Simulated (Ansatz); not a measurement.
This geometry of BFH2 + ClH (6 atoms, charge 0, multiplicity 1) is a first-order saddle point.

Method: Ansatz, UKS PBE-D4/def2-SVPD.

```xyz
6
Properties=species:S:1:pos:R:3
B -0.288 0.052 -0.467
F 0.962 0.829 0.057
H 0.019 -0.665 -1.387
H -1.265 0.758 -0.439
H 0.806 0.067 0.990
Cl -0.234 -1.041 1.247
```

Problem. Which two structures does it join? (They come from a converged band through this point; their orientation in space is the band's.)

Solution. Bonds broken: B1–F2, H5–Cl6. Bonds formed: B1–Cl6, F2–H5. BFH2 + ClH becomes BClH2 + FH.

Image 0:

```xyz
6
Properties=species:S:1:pos:R:3
B -0.249 0.346 -0.858
F 0.820 1.093 -0.528
H -0.049 -0.651 -1.519
H -1.343 0.779 -0.567
H 0.925 -0.412 1.877
Cl -0.105 -1.155 1.594
```

Image 10:

```xyz
6
Properties=species:S:1:pos:R:3
B -0.554 -0.204 -0.446
F 1.206 0.926 0.247
H 0.016 -0.662 -1.404
H -1.273 0.762 -0.455
H 1.226 0.417 1.041
Cl -0.620 -1.238 1.018
```

Problem. How far does it lie above each of them?

Solution. 60.8 kJ/mol above the first and 26.7 kJ/mol above the second. This is the barrier of this one path; another mechanism may lie lower. The orbitals stay closed-shell, which can raise the energy where a bond breaks towards radicals; this wasn't checked here.

Time of the run: 2.1 min on 2 threads of Arm Neoverse V2, on a shared host, peak memory 0.17 GiB.
